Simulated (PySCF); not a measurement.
Compound: 4-chloro-1,2-butadiene, C₄H₅Cl.
Bonds: C1–C2 (double), C2–C3 (double), C3–C4, C4–Cl5. Hydrogens: H6, H7 on C1; H8 on C3; H9, H10 on C4.

A GFN2-xTB structure was refined with PySCF 2.14.0, PBE0-D3(BJ)/def2-TZVP geometry optimisation, gas phase. Its GFN2-xTB values:

```csv
coordinate,GFN2-xTB
C1=C2,1.292 Å
C1–H6,1.078 Å
C2=C3,1.300 Å
C3–C4,1.490 Å
C3–H8,1.082 Å
C4–Cl5,1.804 Å
C4–H9,1.089 Å
C1–C2–C3,178.9°
C2–C3–C4,123.4°
C3–C4–Cl5,110.0°
C2–C3–C4–Cl5,-109°
```

Question: How do these coordinates change at the PBE0-D3(BJ)/def2-TZVP level?

Answer: 
```json
{"coordinate": "C4–Cl5", "PBE0-D3(BJ)/def2-TZVP (Å or °)": "1.795", "change": "-0.009"}
{"coordinate": "C1–H6", "PBE0-D3(BJ)/def2-TZVP (Å or °)": "1.085", "change": "+0.007"}
{"coordinate": "C1=C2", "PBE0-D3(BJ)/def2-TZVP (Å or °)": "1.299", "change": "+0.007"}
{"coordinate": "C3–H8", "PBE0-D3(BJ)/def2-TZVP (Å or °)": "1.087", "change": "+0.005"}
{"coordinate": "C2=C3", "PBE0-D3(BJ)/def2-TZVP (Å or °)": "1.302", "change": "+0.002"}
{"coordinate": "C3–C4", "PBE0-D3(BJ)/def2-TZVP (Å or °)": "1.488", "change": "-0.002"}
{"coordinate": "C4–H9", "PBE0-D3(BJ)/def2-TZVP (Å or °)": "1.088", "change": "-0.001"}
{"coordinate": "C3–C4–Cl5", "PBE0-D3(BJ)/def2-TZVP (Å or °)": "111.1", "change": "+1.1"}
{"coordinate": "C2–C3–C4", "PBE0-D3(BJ)/def2-TZVP (Å or °)": "122.6", "change": "-0.8"}
{"coordinate": "C1–C2–C3", "PBE0-D3(BJ)/def2-TZVP (Å or °)": "179.5", "change": "+0.6"}
{"coordinate": "C2–C3–C4–Cl5", "PBE0-D3(BJ)/def2-TZVP (Å or °)": "-119", "change": "-10"}
```

The energy falls by 0.27 kcal/mol over 4 energy and gradient evaluations, the largest force component goes from 0.0049 to 3.7e-04 Eh/bohr, and the atoms move by 0.088 Å rms after alignment. The bond that changes most is C4–Cl5 (sp3 C–Cl carbon to alkyl chlorine), which shortens by 0.009 Å. Bonds longer at the end by more than 0.005 Å: 4 of 9; shorter: 1. Among the dihedrals that turn most is C2–C3–C4–H10, from 134° to 124°. Rotational constants go from 13886, 1685, 1608 to 15788, 1610, 1565 MHz.

The run used 191 basis functions and 32 SCF cycles in all. Time: 53 s of wall time; peak memory 0.79 GiB. Hardware: one thread of an Intel Xeon Platinum 8488C, no GPU, on a shared host.

PBE0-D3(BJ)/def2-TZVP frequencies: not computed here. One conformer, not necessarily the lowest.
